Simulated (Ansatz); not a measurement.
**Relaxing a trial structure of C2HF2−**

The starting geometry of this gas-phase singlet was optimised with GFN2-xTB.

```xyz
5

C    -0.1688   -0.2109   -0.2492
C     0.5921   -1.0056    0.3546
F    -1.5047    0.6443    0.2730
F    -0.1598    0.2202   -1.5312
H     0.4592   -1.2575    1.3975
```

**Question.** Predict what becomes of its bonds when it is optimised with r2SCAN-D4/def2-SVPD.

**Answer.** It rearranges to `[CH-]=C(F)F`. Contacts that close: C1–F3 (1.67 → 1.42 Å).

The energy falls by 0.33 eV over 10 steps:

```csv
step,E − E(last) (eV)
1,0.330
2,0.219
3,0.105
4,0.041
5,0.020
6,0.001
7,0.000
8,0.000
9,0.000
10,0.000
```

Final geometry (Å):

```xyz
5

C    -0.2054   -0.1893   -0.2288
C     0.6329   -1.0283    0.3301
F    -1.3342    0.5055    0.2934
F    -0.2047    0.2566   -1.5373
H     0.3294   -1.1541    1.3872
```

Frequencies at the end are all real (lowest 463 cm⁻¹). Run with Ansatz 0.2.0, 35 s on 1 thread of Arm Neoverse N1, with other jobs on the host.
